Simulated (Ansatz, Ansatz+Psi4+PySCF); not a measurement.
```
atom   x (Å)   y (Å)    z (Å)
   C  0.0000  0.0000  -1.2058
   S  0.0000  0.0000   0.4522
```

Basis set: cc-pVTZ (spherical functions). Frozen core: 6 orbitals. Charge 0, multiplicity 1.

Computed with Ansatz (development build ahead of 0.2.0); each method stands on the lowest determinant of its kind that the runs found. Restricted open shells among the atoms or ions are ROHF, correlated in semicanonical orbitals with singles.

The atomization energy at this shape (free ground-state atoms in the same class of orbitals less the molecule, no zero-point energy) of singlet CS:

```
method  atomization energy
   RHF             3.91 eV
```

(1) What does RHF-MP2 give?

## Answers

(1) 7.06 eV. Caution: the shape is not the minimum.
